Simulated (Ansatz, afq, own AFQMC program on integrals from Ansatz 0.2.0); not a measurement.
**BSiH$_{3}$, triplet: AFQMC among the cluster methods**

```xyz
5

Si    0.0000   -0.1487    1.2839
B     0.0000    0.2323   -2.8937
H     0.0000    1.0323    2.2058
H     0.0000    1.3439   -3.3391
H     0.0000   -0.7248   -3.6043
```

Connectivity, by distances: SiH ··· BH2.

Basis cc-pVDZ. Only valence electrons are correlated. Integrals, coupled cluster, full CI and functionals: Ansatz 0.2.0; the random walks run on the same integrals in our own AFQMC program. ph-AFQMC/CISD is guided by a CISD state made of CCSD amplitudes; releasing the constraint for a short imaginary time cuts its bias at the price of noise, slowly where states lie close. ± is one standard error of the sampling.

Determinant: ROHF, the one that the program's search chose, which needn't be the lowest solution. The geometry is a point of a scan.

No full CI on the walks' own integrals is used here; CCSDT(Q) serves as the reference and is uncertain by about the last step of the cluster series.

Cautions: lower spins were not checked; a spin-contaminated unrestricted determinant lies lower (UHF 149 meV lower, ⟨S²⟩ 2.06).

```
T1 diagnostic                               : 0.0179
weight of the determinant in the CISD state : 0.881
size of the correlated space                : 10 electrons in 41 orbitals
```

Reference: CCSDT(Q), correlation energy -5.038 eV. The released energy is read at 2.40 1/Eh (meV from the phaseless value at times in 1/Eh: -5 ± 11 at 0.24, -8 ± 12 at 0.51, -10 ± 9 at 0.99, -31 ± 10 at 1.62, -30 ± 12 at 2.40).

```json
{"level": "HF", "E − E(reference) (meV)": "5037.9", "share of correlation (%)": "0.00"}
{"level": "MP2", "E − E(reference) (meV)": "1300.0", "share of correlation (%)": "74.20"}
{"level": "CCSD", "E − E(reference) (meV)": "110.7", "share of correlation (%)": "97.80"}
{"level": "CCSD(T)", "E − E(reference) (meV)": "28.1", "share of correlation (%)": "99.44"}
{"level": "CCSDT", "E − E(reference) (meV)": "2.0", "share of correlation (%)": "99.96"}
{"level": "ph-AFQMC/CISD", "E − E(reference) (meV)": "32.1 ± 6.8", "share of correlation (%)": "99.36"}
{"level": "released AFQMC", "E − E(reference) (meV)": "2.0 ± 12.3", "share of correlation (%)": "99.96"}
```

A walk keeps the symmetry of its determinant, which the program's search chose and which needn't be the lowest solution, so a lower state of the same spin and another symmetry isn't excluded. Released energies are given only where the last usable release times agree within the noise; a slower fall can still hide under it.
